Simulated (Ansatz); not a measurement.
Compare A (`C/C=C(\C)CC`) with its isomer B (`C=CC(C)CC`).

Calculated with Ansatz (gas phase, PBE0-D4/def2-TZVP geometries, no zero-point term in ΔE). CCSD(T)/CBS adds triple-zeta CCSD(T) − MP2 to the extrapolated MP2 energy (def2 sets, frozen cores). Functionals use def2-TZVPP. B3LYP here is the variant with VWN-RPA as its local correlation; programs differ in this. One conformer a species, not always the lowest.

A:

```xyz
18

C     1.384    2.162    0.335
C     0.904    0.795    0.683
C    -0.150    0.139    0.195
C    -1.089    0.691   -0.832
C    -0.463   -1.252    0.673
C    -0.360   -2.316   -0.416
H     1.417    2.802    1.223
H     0.762    2.659   -0.410
H     2.405    2.126   -0.059
H     1.501    0.276    1.431
H    -2.126    0.588   -0.495
H    -1.012    0.141   -1.775
H    -0.910    1.743   -1.049
H    -1.479   -1.268    1.087
H     0.213   -1.507    1.494
H    -0.565   -3.309   -0.009
H     0.642   -2.329   -0.852
H    -1.074   -2.140   -1.224
```

B:

Z-matrix (Å, degrees):
```
C
C 1 1.495
C 1 1.531 2 111.2
C 1 1.526 2 110.3 3 -123.0
H 1 1.098 2 108.0 3 118.4
C 2 1.325 1 125.7 3 -118.3
H 2 1.091 1 115.3 3 61.9
C 3 1.518 1 113.9 2 63.8
H 3 1.097 1 108.7 2 -59.1
H 3 1.096 1 108.3 2 -173.9
H 4 1.092 1 111.3 2 -58.7
H 4 1.093 1 110.9 2 -179.3
H 4 1.094 1 110.7 2 61.2
H 6 1.084 2 121.7 1 -179.5
H 6 1.086 2 121.3 1 0.3
H 8 1.092 3 111.2 1 179.6
H 8 1.094 3 111.0 1 59.7
H 8 1.092 3 111.3 1 -59.8
```

Problem. Which is lower in electronic energy at CCSD(T)/CBS, and by how much? (An estimate is asked.)

Solution. The calculation gave: A, by 2.0 kcal/mol.

Problem. Give E(B) − E(A) in kcal/mol with PBE-D4, r2SCAN-D4, B3LYP, CCSD/def2-TZVPP, MP2/def2-TZVPP, B2PLYP, PBE0-D4. (An estimate is asked.)

Solution. Computed: PBE-D4 4.1, r2SCAN-D4 3.5, B3LYP 3.6, CCSD/def2-TZVPP 1.9, MP2/def2-TZVPP 2.3, B2PLYP 3.0, PBE0-D4 3.8. None reverses the order clearly.

Largest T1 diagnostic: 0.009.
